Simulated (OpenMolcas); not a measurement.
## How methods differ on BHCl2 (SMILES ClBCl)

BHCl2 has 4 atoms, charge 0, and is taken as a singlet. SMILES: `ClBCl`. The shape is that of a GFN2-xTB optimisation.

```xyz
4

Cl   -1.4971   -0.6691   -0.0161
B     0.0102    0.1176   -0.0552
Cl    1.3688   -0.5986    0.6748
H     0.1182    1.1501   -0.6036
```

Quantity: the energy change with the Cl1–B2 bond stretched from 1.701 to 2.976 Å, in eV. The values are calculated.

```json
{"level": "HF/STO-3G (restricted)", "kind": "Hartree–Fock", "program": "OpenMolcas", "value (eV)": "5.87", "less FCI/STO-3G": "+1.57", "CPU time (all runs)": "3.6 s"}
{"level": "SVWN5/STO-3G (restricted)", "kind": "LDA", "program": "OpenMolcas", "value (eV)": "4.87", "less FCI/STO-3G": "+0.57", "CPU time (all runs)": "7.6 s"}
{"level": "r2SCAN/STO-3G (restricted)", "kind": "meta-GGA", "program": "OpenMolcas", "value (eV)": "4.68", "less FCI/STO-3G": "+0.38", "CPU time (all runs)": "13 s"}
{"level": "M06-2X/STO-3G (restricted)", "kind": "hybrid meta-GGA", "program": "OpenMolcas", "value (eV)": "5.21", "less FCI/STO-3G": "+0.91", "CPU time (all runs)": "9.4 s"}
{"level": "PBE0/STO-3G (restricted)", "kind": "global hybrid", "program": "OpenMolcas", "value (eV)": "4.99", "less FCI/STO-3G": "+0.69", "CPU time (all runs)": "8.5 s"}
{"level": "B2PLYP/STO-3G (restricted)", "kind": "double hybrid", "program": "OpenMolcas", "value (eV)": "4.78", "less FCI/STO-3G": "+0.48", "CPU time (all runs)": "8.1 s"}
{"level": "CISD/STO-3G (restricted)", "kind": "coupled cluster or CI", "program": "OpenMolcas", "value (eV)": "4.56", "less FCI/STO-3G": "+0.26", "CPU time (all runs)": "3.7 s"}
{"level": "FCI/STO-3G", "kind": "exact in the basis", "program": "OpenMolcas", "value (eV)": "4.30", "less FCI/STO-3G": "0.00", "CPU time (all runs)": "3.2 min"}
```

FCI/STO-3G is exact within its basis and frozen core, so for wave-function methods in that basis the difference is their error; functionals converge differently with the basis, so for them it is only a difference. Spin-restricted single references rise too steeply as a bond breaks, Hartree–Fock most of all. The first shape isn't each level's own minimum. The values span 4.30 to 5.87 eV. All rows use very small basis sets, so even the best lies far from the true value. CPU times are rough (shared hosts, several kinds of processor): they show what a rung costs within a factor of a few.
